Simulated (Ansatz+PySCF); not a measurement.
Values are calculated unless marked as measured or tabulated.
Input for Ansatz (development build ahead of 0.2.0):

```yaml
crystal:
  periodic: [false, false, false]
  atoms:
    - { symbol: H, position_ang: [0.90674, 1.25492, -2.2] }
    - { symbol: H, position_ang: [0.90674, -1.209, -2.2] }
    - { symbol: H, position_ang: [-0.94118, -1.209, -2.2] }
    - { symbol: C, position_ang: [-0.01722, 0.69014, -2.2] }
    - { symbol: C, position_ang: [-0.01722, -0.64422, -2.2] }
basis:
  gaussian: { orbitals: cc-pVTZ }
magnetization:
  initial_magnetization: 1
hamiltonian:
  xc: hf
correlation:
  method: mp2
  frozen_orbitals: { C: 1, H: 0 }
output:
  forces: true
```

The input is written out in the form of the current development build from the run's settings. Correlation on restricted open-shell orbitals is semicanonical, with singles.

Output:

* Converged: yes
* Reference energy: -77.40724 hartree
* Correlation energy: -0.30140 hartree
* Total energy: -77.70864 hartree
* Spin squared of the determinant: 0.750
* Stability test: minimum among restricted orbitals
* Occupied orbitals by symmetry in an Abelian subgroup (alpha; beta): 7 A' 1 A''; 6 A' 1 A''

Forces (eV/Å):
```tsv
atom	Fx	Fy	Fz
H1	-0.382	0.693	0.000
H2	0.113	0.114	0.000
H3	0.049	-0.042	0.000
C4	1.200	-1.679	0.000
C5	-0.980	0.914	0.000
```

Caution: forces differ strongly between restricted and unrestricted references.
